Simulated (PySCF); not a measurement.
Deuteron quadrupole couplings in `CN=P(C)(C)C`

Compound: C4H12NP.
Geometry (PBE0-D3(BJ)/def2-SVP, Å), atoms numbered from 1 in this order:
```
atom  x, y, z in Å
C1     2.2867    0.5522   -0.7029
N2     1.0719    1.0361   -0.1167
P3    -0.2070    0.1687    0.1250
C4    -1.4633    1.2349    0.8679
C5    -1.0152   -0.5770   -1.3443
C6    -0.0610   -1.2663    1.2605
H7     3.0171    1.3764   -0.7827
H8     2.1754    0.1501   -1.7345
H9     2.7957   -0.2449   -0.1191
H10   -2.4065    0.6980    1.0419
H11   -1.6311    2.0843    0.1915
H12   -1.0693    1.6230    1.8173
H13   -1.2089    0.2220   -2.0748
H14   -1.9583   -1.0853   -1.0929
H15   -0.3303   -1.3051   -1.8042
H16    0.3765   -0.9149    2.2063
H17   -1.0311   -1.7464    1.4575
H18    0.6210   -2.0087    0.8196
```

Level: PBE0/pcSseg-1 (PySCF, non-relativistic); Q(2H) = 0.00286 b; rigid geometry, the same for H and D, with no vibrational averaging.

Problem. Rank these positions by the coupling χzz of a deuteron there, largest first.
A. H9 (methyl hydrogen)
B. H7 (methyl hydrogen)
C. H18 (methyl hydrogen)

Solution. C (198 kHz), B (192 kHz), A (184 kHz).

Problem. What are Vzz, η and χzz (234.96 MHz × Q × Vzz) at all hydrogens?

Solution. 
```json
{"atom": "H7", "bonded to": "C1", "bond length (Å)": "1.104", "Vzz (au)": "0.2850", "η": "0.04", "χzz (kHz)": "192"}
{"atom": "H8", "bonded to": "C1", "bond length (Å)": "1.113", "Vzz (au)": "0.2712", "η": "0.06", "χzz (kHz)": "182"}
{"atom": "H9", "bonded to": "C1", "bond length (Å)": "1.111", "Vzz (au)": "0.2734", "η": "0.06", "χzz (kHz)": "184"}
{"atom": "H10", "bonded to": "C4", "bond length (Å)": "1.099", "Vzz (au)": "0.2960", "η": "0.01", "χzz (kHz)": "199"}
{"atom": "H11", "bonded to": "C4", "bond length (Å)": "1.099", "Vzz (au)": "0.2958", "η": "0.02", "χzz (kHz)": "199"}
{"atom": "H12", "bonded to": "C4", "bond length (Å)": "1.099", "Vzz (au)": "0.2960", "η": "0.02", "χzz (kHz)": "199"}
{"atom": "H13", "bonded to": "C5", "bond length (Å)": "1.100", "Vzz (au)": "0.2949", "η": "0.01", "χzz (kHz)": "198"}
{"atom": "H14", "bonded to": "C5", "bond length (Å)": "1.100", "Vzz (au)": "0.2955", "η": "0.00", "χzz (kHz)": "199"}
{"atom": "H15", "bonded to": "C5", "bond length (Å)": "1.100", "Vzz (au)": "0.2953", "η": "0.01", "χzz (kHz)": "198"}
{"atom": "H16", "bonded to": "C6", "bond length (Å)": "1.100", "Vzz (au)": "0.2949", "η": "0.01", "χzz (kHz)": "198"}
{"atom": "H17", "bonded to": "C6", "bond length (Å)": "1.100", "Vzz (au)": "0.2959", "η": "0.00", "χzz (kHz)": "199"}
{"atom": "H18", "bonded to": "C6", "bond length (Å)": "1.100", "Vzz (au)": "0.2952", "η": "0.01", "χzz (kHz)": "198"}
```

Problem. How does χzz go with the bond length over the 12 C–H bonds?

Solution. A straight-line fit has a slope of -12.6 kHz for each 0.01 Å, with a correlation coefficient of -0.99, over lengths from 1.099 to 1.113 Å. The longer bonds have the smaller couplings here.

Problem. Give the 2H NMR doublet splittings at H15 for a magnetic field along the z, y and x axes of the gradient: 3χ/2, 3χ(1 + η)/4, 3χ(1 − η)/4.

Solution. With |χ| = 198.4 kHz and η = 0.008: 298, 150 and 148 kHz, to first order and without motion.

Geometry: PBE0-D3(BJ)/def2-SVP; no solvent, vibrations or thermal averaging. With a basis this small, the couplings can be 20 % off.

The run behind these numbers computed NMR shieldings as well. The run took 30 s of wall time (grids of density and orbitals included) on one thread of an Arm Neoverse V1, no GPU, shared host with 32 logical CPUs at a one-minute load of 18, and the process peaked at 0.80 GiB of memory.
